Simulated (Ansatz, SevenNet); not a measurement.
Elastic constant C12 (GPa) of 22 halides, computed with the machine-learned potential SevenNet-0 (trained on PBE and PBE+U data) and with PBE (plane waves, PAW; Ansatz, a first-principles code). The set holds measured phases with no doubt noted on the run or the magnetic state but for the caveats below. 4 more of the class have both values but aren't in it, for one of these reasons: built or high-temperature cells, doubts on the run or the magnetic state, unlike cells, values of zero, layered or molecular crystals. Solids without a value at one level (not run, failed, or a magnetic order lost), or held back for tests, aren't counted.

All rows, in order of the shift (worked out from unrounded values):

| solid | SevenNet-0 | PBE | shift (%) |
|---|---|---|---|
| rock-salt LiCl | 29.7 | 21.9 | -26 |
| rock-salt AgBr | 42.2 | 31.8 | -25 |
| zinc-blende CuCl | 56.6 | 44.6 | -21 |
| rock-salt NaI | 9.87 | 7.94 | -19.6 |
| rock-salt NaF | 26.7 | 22.1 | -17.2 |
| CsCl-type TlCl | 15.9 | 13.2 | -16.7 |
| fluorite SrCl2 | 20.0 | 17.1 | -14.6 |
| rock-salt NaCl | 13.9 | 11.9 | -14.4 |
| zinc-blende CuI | 38.7 | 33.1 | -14.4 |
| rock-salt KI | 4.14 | 3.85 | -7.0 |
| cubic perovskite KMgF3 | 41.0 | 38.7 | -5.6 |
| rock-salt AgCl | 38.5 | 36.7 | -4.8 |
| CsCl-type TlBr | 12.0 | 11.7 | -2.7 |
| fluorite CdF2 | 58.9 | 58.3 | -1.1 |
| rock-salt KF | 13.6 | 14.1 | +3.4 |
| rock-salt RbCl | 5.26 | 5.44 | +3.4 |
| cubic perovskite KZnF3 | 45.1 | 47.1 | +4.4 |
| zinc-blende AgI (metastable phase) | 21.4 | 23.8 | +11.0 |
| rock-salt LiBr | 14.0 | 17.6 | +26 |
| rock-salt LiF | 36.7 | 46.5 | +27 |
| rock-salt KCl | 4.06 | 6.33 | +56 |
| rock-salt KBr | 0.17 | 5.06 | +2922 |

The shift from SevenNet-0 to PBE has a median of -5.2 %, and eight in ten lie between -21 % and +27 %; PBE is the larger in 8 of 22. Each level is at its own cell, so the shift holds the change of volume too.

Ansatz's runs of these crystals have no spin polarisation.

Spin–orbit coupling is left out, also for the solids with elements from indium on (rock-salt KI, zinc-blende CuI, zinc-blende AgI, CsCl-type TlBr, rock-salt NaI, CsCl-type TlCl); its size isn't shown.

Each level is taken at its own relaxed cell. Ansatz's density-functional and Hartree–Fock values are scalar-relativistic unless marked +SOC, with PAW data made under PBE.
